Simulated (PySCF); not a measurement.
Nuclear quadrupole coupling in thietane 1,1-dioxide

Thietane 1,1-dioxide, C₃H₆O₂S.
Structure used (PBE0-D3(BJ)/def2-SVP), in Å, numbered top down from 1:
```
atom  x, y, z in Å
O1     1.740    0.177   -1.693
S2     1.211    0.182   -0.338
O3     2.074    0.408    0.815
C4    -0.340    1.114   -0.150
C5    -0.983   -0.132    0.490
C6     0.047   -1.174    0.012
H7    -0.728    1.360   -1.149
H8    -0.238    2.017    0.466
H9    -0.987   -0.055    1.585
H10   -2.007   -0.329    0.149
H11   -0.215   -1.670   -0.933
H12    0.426   -1.899    0.745
```

Field gradients from the PBE0/pcSseg-1 density (PySCF, non-relativistic), principal values in atomic units, ordered |Vxx| ≤ |Vyy| ≤ |Vzz|:

```json
{"atom": "O1", "Vxx": "-0.6364", "Vyy": "-0.7465", "Vzz": "1.3829"}
{"atom": "S2", "Vxx": "0.0302", "Vyy": "0.0560", "Vzz": "-0.0862"}
{"atom": "O3", "Vxx": "-0.6898", "Vyy": "-0.7556", "Vzz": "1.4454"}
```

**Question.** Find the asymmetry η = (Vxx − Vyy)/Vzz and the couplings χ = eQV/h (234.96 MHz × Q in barn × V in au), with Q(17O) = −0.0256 b, Q(33S) = −0.0678 b.

**Answer.** 
```tsv
atom	environment	nucleus	η	χzz (MHz)	χxx (MHz)	χyy (MHz)
O1	sulfonyl oxygen	17O	0.08	-8.32	3.83	4.49
S2	sulfonyl sulfur	33S	0.30	1.374	-0.482	-0.892
O3	sulfonyl oxygen	17O	0.05	-8.69	4.15	4.55
```

**Question.** What is Vzz at O3 in SI units (1 au = 9.71736 × 10²¹ V/m²)?

**Answer.** 1.4454 au = 14.045 × 10²¹ V/m².

**Question.** And the gradient at the other heavy atoms, for which no coupling is worked out here?

**Answer.** 
| atom | environment | Vzz (au) | η |
| --- | --- | --- | --- |
| C4 | sp3 carbon bound to sulfur | 0.205 | 0.46 |
| C5 | four-membered-ring carbon | -0.127 | 0.52 |
| C6 | sp3 carbon bound to sulfur | 0.205 | 0.47 |

Were the hydrogens deuterons (Q(2H) = 0.00286 b), χzz would run from 193 kHz (H7, H11 and H9) to 197 kHz (H10, H8 and H12).

Isolated species at its PBE0-D3(BJ)/def2-SVP geometry (one conformer only). With so small a basis the couplings can be 20 % off.
